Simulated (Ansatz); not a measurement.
This Ansatz (a first-principles code) input (CCSD(T)/3-21G) gives -115.46760 Eh with 35 basis functions. A basis named .json is the Basis Set Exchange file of that set (core-valence sets with the plain set on hydrogen).

Ansatz 0.2 input:
```yaml
crystal:
  periodic: [false, false, false]
  atoms:
    - {symbol: C, position_ang: [-0.00541272, 0.00514807, 0.86088345]}
    - {symbol: C, position_ang: [-0.00020344, -0.64634739, -0.49579893]}
    - {symbol: C, position_ang: [0.00648613, 0.64037189, -0.50345144]}
    - {symbol: H, position_ang: [0.90225350, 0.00400638, 1.46236727]}
    - {symbol: H, position_ang: [-0.92057007, 0.01341463, 1.45085018]}
    - {symbol: H, position_ang: [-0.00162276, -1.57792247, -1.03216063]}
    - {symbol: H, position_ang: [0.01471952, 1.56546606, -1.05085530]}
basis:
  gaussian:
    orbitals: 3-21G.json
magnetization: {spin_polarized: false}
correlation: {method: ccsd_t, electrons: outside_noble_gas}
```

Change:
```diff
- orbitals: 3-21G.json
+ orbitals: 6-31G
```

What does the run give now?

-116.07262 Eh (CCSD(T)/6-31G, 35 functions), a change of -605.02 mEh.
